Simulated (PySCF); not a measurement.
C2F4, SMILES FC(F)=C(F)F. Atoms are numbered in the order given.

```xyz
6

F      0.0000     1.1018    -1.3861
C      0.0000     0.0000    -0.6670
F      0.0000    -1.1018    -1.3861
C      0.0000     0.0000     0.6670
F      0.0000    -1.1018     1.3861
F      0.0000     1.1018     1.3861
```
Charge 0, spin multiplicity 1.

Geometry: r2SCAN-D4/def2-SVP.

Two levels are set side by side: PBE/pcSseg-1 (PySCF) and B3LYP/pcSseg-1 (PySCF). GIAO shifts against CFCl3 (¹⁹F), TMS (¹³C) at the same level; non-relativistic, no solvent, atoms listed together averaged. Differences are taken from unrounded values.

```
quantity                         B3LYP
------------------------------  ------
δ(¹⁹F) of F1, F3, F5, F6 (ppm)  -145.8
δ(¹³C) of C2, C4 (ppm)           157.4
```

Problem. What does PBE give, and how far is it from B3LYP? (Estimate from the structure and the level; the computed values follow.)

Solution. 
| quantity | PBE | PBE minus B3LYP |
|---|---|---|
| δ(¹⁹F) of F1, F3, F5, F6 (ppm) | -159.4 | -13.6 |
| δ(¹³C) of C2, C4 (ppm) | 155.9 | -1.5 |

Rough cost on one machine, each run with all the roots and properties that it gave: B3LYP against PBE within a factor of 2.
